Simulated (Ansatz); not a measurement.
# NaC+ (quintet): from Hartree-Fock to the top rungs, def2-TZVPP

An exercise on one series of results from a longer session: the logs are not shown, and one member is left open.

The runs use Ansatz 0.2.0, Gaussian basis; def2-TZVPP, core rule «outside noble gas», up to 6 orbitals frozen.

Plan: UHF; ROHF; CCSD(T) on UHF.

## The system

The geometry is a PBE0/def2-TZVP stationary point (not a proven minimum) of the parent state, kept for this charge and spin.

2 atoms, charge 1, spin multiplicity 5.

Atoms are counted from 1 here; the program's logs count them from 0.

Bond lengths: C1–Na2 2.229 Å.

Set-up of the first run:

File in.yaml:

```yaml
crystal:
  periodic: [false, false, false]
  atoms:
    - {symbol: C, position_ang: [0.000000, 0.000000, 0.000000]}
    - {symbol: Na, position_ang: [0.000000, 0.000000, 2.228800]}
basis:
  gaussian: {orbitals: def2-TZVPP}
total_charge: 1
magnetization: {spin_polarized: true, initial_magnetization: 4}
hamiltonian: {xc: hf}
output: {orbitals: {seedname: orbitals}}
```

On the command line:

```
ansatz run in.yaml --threads 1 --pin off --events-out ev --progress --plain --max-ram 2816MiB --backend cpu
```

Among the steps run: UHF; ROHF; CCSD(T) on UHF.

One of the session's tables, all rows but one given; the rest of the session is left out.

It belongs to the step «Misses and costs». 

| method | from UCCSD(T) (meV) |
| --- | --- |
| ROHF | +905.8 |
| UHF | ? |
| UMP2 | +190.9 |
| UCCSD | +7.6 |
| UCCSD(T) | 0 |

Estimate the missing values for UHF.

The run gave: from UCCSD(T) (meV): +904.0. In the column «from UCCSD(T) (meV)» it lies between UMP2 (+190.9) and ROHF (+905.8).
